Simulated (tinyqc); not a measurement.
MP2 on RHF in the sto-3g basis, frozen core, for OH-, spin multiplicity 1, step by step. The basis has no diffuse functions, so it cannot describe the extra electron: this is an exercise in the method, not the real anion. Computed by tinyqc, a small Python program that keeps every step (integrals from PySCF). Settings: charge = -1, multiplicity = 1, basis = sto-3g, method = RHF, frozen orbitals = 1, energy threshold = 1e-10, iteration cap = 74, orthogonalisation = symmetric, start = Wolfsberg-Helmholz matrix, DIIS depth = 6. Command: `OMP_NUM_THREADS=1 python tinyqc.py 28876 28877 out.jsonl` (the two numbers bound the seeds that draw the settings). One thread of a shared host (Intel(R) Xeon(R) Processor @ 2.60GHz), about 0.08 s of CPU time with the checks. The early iterations of the SCF are left out here.

## One-electron integrals

Geometry (angstrom):
```
atom        x        y        z
O     0.00000  0.00000  0.00000
H     0.00000  0.00000  1.13900
```

Basis sto-3g: exponents (1/bohr^2) and contraction coefficients of normalised primitives:
```
element  l (shell)   exponent  coefficient
O            s (1)  130.70932      0.15433
O            s (1)   23.80886      0.53533
O            s (1)    6.44361      0.44463
O            s (2)    5.03315     -0.09997
O            s (2)    1.16960      0.39951
O            s (2)    0.38039      0.70012
O            p (3)    5.03315      0.15592
O            p (3)    1.16960      0.60768
O            p (3)    0.38039      0.39196
H            s (1)    3.42525      0.15433
H            s (1)    0.62391      0.53533
H            s (1)    0.16886      0.44463
```

Overlap, kinetic and nuclear-attraction integrals over the contracted functions; the nuclear repulsion is the sum of Za Zb / Rab.

nuclear repulsion = 3.7167846 hartree

overlap S, lower triangle:
```
          1O 1s    1O 2s   1O 2px   1O 2py   1O 2pz    2H 1s
1O 1s   1.00000
1O 2s   0.23670  1.00000
1O 2px  0.00000  0.00000  1.00000
1O 2py  0.00000  0.00000  0.00000  1.00000
1O 2pz  0.00000  0.00000  0.00000  0.00000  1.00000
2H 1s   0.03501  0.36382  0.00000  0.00000  0.32568  1.00000
```

kinetic energy T (hartree), lower triangle:
```
           1O 1s    1O 2s   1O 2px   1O 2py   1O 2pz    2H 1s
1O 1s   29.00320
1O 2s   -0.16801  0.80813
1O 2px   0.00000  0.00000  2.52873
1O 2py   0.00000  0.00000  0.00000  2.52873
1O 2pz   0.00000  0.00000  0.00000  0.00000  2.52873
2H 1s   -0.00884  0.05803  0.00000  0.00000  0.16440  0.76003
```

nuclear attraction V (hartree), lower triangle:
```
            1O 1s     1O 2s    1O 2px    1O 2py    1O 2pz     2H 1s
1O 1s   -61.08305
1O 2s    -7.29305  -9.51468
1O 2px    0.00000   0.00000  -9.41441
1O 2py    0.00000   0.00000   0.00000  -9.41441
1O 2pz   -0.01096  -0.13487   0.00000   0.00000  -9.49675
2H 1s    -1.10445  -2.62182   0.00000   0.00000  -2.08989  -4.87736
```

core Hamiltonian H = T + V (hartree), lower triangle:
```
            1O 1s     1O 2s    1O 2px    1O 2py    1O 2pz     2H 1s
1O 1s   -32.07985
1O 2s    -7.46106  -8.70655
1O 2px    0.00000   0.00000  -6.88568
1O 2py    0.00000   0.00000   0.00000  -6.88568
1O 2pz   -0.01096  -0.13487   0.00000   0.00000  -6.96802
2H 1s    -1.11329  -2.56379   0.00000   0.00000  -1.92549  -4.11732
```

## Two-electron integrals

Functions are numbered as in S; the eight-fold symmetry (ij|kl) = (ji|kl) = (kl|ij) leaves the list below.

Two-electron integrals (ij|kl) in chemists' order, unique and non-zero (hartree):
```
(11|11) 4.78507   (21|11) 0.74138   (21|21) 0.13687   (22|11) 1.11895
(22|21) 0.25663   (22|22) 0.81721   (31|31) 0.02448   (32|31) 0.03781
(32|32) 0.18052   (33|11) 1.11581   (33|21) 0.25668   (33|22) 0.81702
(33|33) 0.88016   (41|41) 0.02448   (42|41) 0.03781   (42|42) 0.18052
(43|43) 0.04744   (44|11) 1.11581   (44|21) 0.25668   (44|22) 0.81702
(44|33) 0.78527   (44|44) 0.88016   (51|51) 0.02448   (52|51) 0.03781
(52|52) 0.18052   (53|53) 0.04744   (54|54) 0.04744   (55|11) 1.11581
(55|21) 0.25668   (55|22) 0.81702   (55|33) 0.78527   (55|44) 0.78527
(55|55) 0.88016   (61|11) 0.11093   (61|21) 0.02033   (61|22) 0.03793
(61|33) 0.03785   (61|44) 0.03785   (61|51) 0.00093   (61|52) 0.00175
(61|55) 0.03808   (61|61) 0.00306   (62|11) 0.29175   (62|21) 0.06785
(62|22) 0.24190   (62|33) 0.23763   (62|44) 0.23763   (62|51) 0.00510
(62|52) 0.04028   (62|55) 0.25021   (62|61) 0.01029   (62|62) 0.09147
(63|31) 0.00683   (63|32) 0.04073   (63|53) 0.00819   (63|63) 0.01250
(64|41) 0.00683   (64|42) 0.04073   (64|54) 0.00819   (64|64) 0.01250
(65|11) 0.21942   (65|21) 0.05166   (65|22) 0.19662   (65|33) 0.18787
(65|44) 0.18787   (65|51) 0.01021   (65|52) 0.07142   (65|55) 0.21390
(65|61) 0.00815   (65|62) 0.09038   (65|65) 0.10079   (66|11) 0.45603
(66|21) 0.10775   (66|22) 0.44238   (66|33) 0.42522   (66|44) 0.42522
(66|51) 0.00976   (66|52) 0.10846   (66|55) 0.47614   (66|61) 0.01645
(66|62) 0.21825   (66|65) 0.24611   (66|66) 0.77461
```

## Orthogonalisation

S = U s U^T; symmetric (Loewdin) form X = U s^(-1/2) U^T, so that X^T S X = 1.

eigenvalues of S: 0.48899  0.84009  1.00000  1.00000  1.13595  1.53497

X, lower triangle:
```
           1O 1s     1O 2s   1O 2px   1O 2py    1O 2pz    2H 1s
1O 1s    1.02276
1O 2s   -0.12950   1.08537
1O 2px   0.00000   0.00000  1.00000
1O 2py   0.00000   0.00000  0.00000  1.00000
1O 2pz  -0.00593   0.05548  0.00000  0.00000   1.04851
2H 1s    0.01956  -0.22008  0.00000  0.00000  -0.19315  1.10984
```

## Iteration 6 (converged): orbitals

converged F (hartree), lower triangle:
```
            1O 1s     1O 2s   1O 2px   1O 2py    1O 2pz    2H 1s
1O 1s   -19.43618
1O 2s    -4.98156  -1.78962
1O 2px    0.00000   0.00000  0.21803
1O 2py    0.00000   0.00000  0.00000  0.21803
1O 2pz   -0.01877  -0.00962  0.00000  0.00000   0.50689
2H 1s    -0.75171  -0.54025  0.00000  0.00000  -0.27821  0.01301
```

Diagonalise F' = X^T F X, C = X C', fill 5 alpha and 5 beta electrons from the bottom; D = 2 C_occ C_occ^T. Each column has its largest component positive (the first on a tie).

F' = X^T F X (hartree), lower triangle:
```
           1         2        3        4         5        6
1  -19.06834
2   -2.64527  -0.81048
3    0.00000   0.00000  0.21803
4    0.00000   0.00000  0.00000  0.21803
5   -0.04935   0.13403  0.00000  0.00000   0.67648
6   -0.07229  -0.37261  0.00000  0.00000  -0.47389  0.33358
```

orbital energies (hartree): MO1 -19.44470, MO2 -0.57814, MO3 0.07523, MO4 0.21803, MO5 0.21803, MO6 1.07886

coefficients C:
```
             MO1       MO2       MO3      MO4       MO5       MO6
1O 1s    0.99447  -0.24608   0.09258  0.00000   0.00000  -0.07160
1O 2s    0.02316   0.92531  -0.47375  0.00000   0.00000   0.40637
1O 2px   0.00000   0.00000   0.00000  0.99998  -0.00672   0.00000
1O 2py   0.00000   0.00000   0.00000  0.00672   0.99998   0.00000
1O 2pz   0.00244   0.02178   0.50709  0.00000   0.00000   0.93924
2H 1s   -0.00491   0.21522   0.73242  0.00000   0.00000  -0.85738
```

D after iteration 6, lower triangle:
```
           1O 1s     1O 2s   1O 2px   1O 2py   1O 2pz    2H 1s
1O 1s    2.11618
1O 2s   -0.49706   2.16233
1O 2px   0.00000   0.00000  2.00000
1O 2py   0.00000   0.00000  0.00000  2.00000
1O 2pz   0.08802  -0.44005  0.00000  0.00000  0.51524
2H 1s    0.01993  -0.29590  0.00000  0.00000  0.75215  1.16556
```

Within a degenerate level the vectors are fixed only up to a rotation; this is one choice.

## Convergence

Stop when the energy changes by less than 1e-10 hartree and every element of the error matrix X^T (F D S - S D F) X is below 3e-06.

Course of the cycle:
```
iteration  E (hartree)     change  largest element of the error matrix
1          -73.5686549          -                             6.24e-01
2          -74.0509821  -4.82e-01                             1.01e-01
3          -74.0618982  -1.09e-02                             1.81e-02
4          -74.0621443  -2.46e-04                             4.82e-04
5          -74.0621446  -2.68e-07                             7.59e-06
6          -74.0621446  -6.55e-11                             9.33e-07
```

PySCF RHF in the same basis = -74.0621446 hartree

Converged in 6 iterations.

## Integrals over molecular orbitals

(pq|rs) = sum C_ip C_jq C_kr C_ls (ij|kl), one index at a time.

one-electron integrals over orbitals h = C^T H C (hartree), lower triangle:
```
           1         2         3         4         5         6
1  -32.06283
2    0.60286  -7.11994
3   -0.21821   0.71351  -5.31326
4    0.00000   0.00000   0.00000  -6.88568
5    0.00000   0.00000   0.00000   0.00000  -6.88568
6    0.17065  -0.85855  -1.49161   0.00000   0.00000  -5.69217
```

Two-electron integrals over orbitals (pq|rs), unique and non-zero (hartree); the lowest 1 orbital is frozen and left out:
```
(22|22) 0.73097    (32|22) -0.05485   (32|32) 0.13450    (33|22) 0.59704
(33|32) 0.00676    (33|33) 0.62679    (42|42) 0.15500    (43|42) -0.04617
(43|43) 0.03506    (44|22) 0.76267    (44|32) -0.10171   (44|33) 0.58022
(44|44) 0.88016    (52|52) 0.15500    (53|52) -0.04617   (53|53) 0.03506
(54|54) 0.04744    (55|22) 0.76267    (55|32) -0.10171   (55|33) 0.58022
(55|44) 0.78527    (55|55) 0.88016    (62|22) 0.09209    (62|32) 0.04180
(62|33) 0.00131    (62|44) 0.09593    (62|55) 0.09593    (62|62) 0.10915
(63|22) 0.13642    (63|32) -0.11663   (63|33) 0.01476    (63|44) 0.17048
(63|55) 0.17048    (63|62) 0.02831    (63|63) 0.17812    (64|42) 0.03478
(64|43) 0.01237    (64|64) 0.03805    (65|52) 0.03478    (65|53) 0.01237
(65|65) 0.03805    (66|22) 0.67555    (66|32) 0.01328    (66|33) 0.62778
(66|44) 0.66750    (66|55) 0.66750    (66|62) 0.08274    (66|63) 0.06198
(66|66) 0.71255
```

## Second-order Moller-Plesset energy

Hartree-Fock energy = -74.0621446 hartree

E2 = sum_ijab (ia|jb) [2 (ia|jb) - (ib|ja)] / (e_i + e_j - e_a - e_b) over occupied i, j and virtual a, b; the opposite-spin part is (ia|jb)^2 / denominator, the rest is same-spin, and SCS-MP2 scales them by 6/5 and 1/3.

Terms:
```
i  j  a  b  (ia|jb)  (ib|ja)  denominator      term
3  3  6  6  0.17812  0.17812     -2.00727  -0.01581
2  2  6  6  0.10915  0.10915     -3.31399  -0.00359
5  5  6  6  0.03805  0.03805     -1.72166  -0.00084
4  4  6  6  0.03805  0.03805     -1.72166  -0.00084
3  2  6  6  0.02831  0.02831     -2.66063  -0.00030
2  3  6  6  0.02831  0.02831     -2.66063  -0.00030
```

Pair energies (hartree; pair i-j sums ij and ji):
```
pair  opposite spin  same spin
2-2        -0.00359    0.00000
3-2        -0.00060    0.00000
3-3        -0.01581    0.00000
4-4        -0.00084    0.00000
5-5        -0.00084    0.00000
```

MP2 correlation energy = -0.0216854 hartree

SCS-MP2 correlation energy = -0.0260225 hartree

MP2 total energy = -74.0838300 hartree
